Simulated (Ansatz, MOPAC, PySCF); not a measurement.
System: C2H5, net charge 0, doublet state. SMILES: C[CH2]
Geometry: optimised at B3LYP-D3(BJ)/def2-TZVP (Ansatz, a quantum-chemistry and plane-wave program).

Property: enthalpy of formation at 298 K, in kcal/mol. Conventions: 6-311+G** with 5d; non-relativistic; UHF or UKS for open shells; PM7 with its own dispersion and hydrogen-bond terms; LANL2DZ all-electron up to Ne; six Cartesian d functions in 6-31G* and its kin unless marked 5d; dispersion terms only where a functional's name holds one; valence correlation only; spin-orbit terms left out. Basis-set limits of correlation are two-point, X^-3; Hartree-Fock from the larger set. The bracket is a focal-point correction in the basis named. First-principles rows: single points at B3LYP-D3(BJ) geometries (Ansatz), with unscaled harmonic terms from B3LYP/6-31G* at its own minima, enthalpies of formation by atomisation with measured atoms. Semi-empirical rows: MOPAC heats of formation at their own minima for 298 K.

Measured values: G2/97 table in ASE (Curtiss et al.); they hold spin-orbit and core effects, anharmonicity. 

Value to compare with, the measured value: 28.9 kcal/mol.

```csv
level,program,enthalpy of formation at 298 K (kcal/mol),error
PM7,MOPAC,15.9,-13.0
HF/6-311+G**,Ansatz,167.5,138.6
B3LYP/3-21G,Ansatz,33.2,4.3
B3LYP/LANL2DZ,Ansatz,38.6,9.7
B3LYP/6-31G*,Ansatz,28.2,-0.7
B3LYP/6-31+G*,Ansatz,31.5,2.6
PBE0/6-311+G**,Ansatz,28.1,-0.8
M06-2X/6-31G* (5d),PySCF,30.0,1.1
MP2/STO-3G,Ansatz,5.5,-23.4
MP2/6-31G*,Ansatz,81.9,53.0
PBE/def2-TZVPD,Ansatz,21.6,-7.3
B3LYP/def2-TZVPD,Ansatz,28.8,-0.1
B3LYP-D3(BJ)/def2-TZVPD,Ansatz + dftd3,25.8,-3.1
"RI-MP2/CBS(aug-cc-pVTZ,aug-cc-pVQZ)+[CCSD(T)-MP2]/aug-cc-pVTZ",Ansatz,29.9,1.0
```

Among the 10 habitual levels, HF/6-311+G** lies farthest from the measured value (138.6 kcal/mol); 6 of 10 lie above it, and their mean absolute error is 24.7 kcal/mol, the median 7.0. One case shows no general order.

The levels are drawn from those run, B3LYP/6-31G* more often than the rest, none by its result; runs whose electronic state is in doubt are left out.
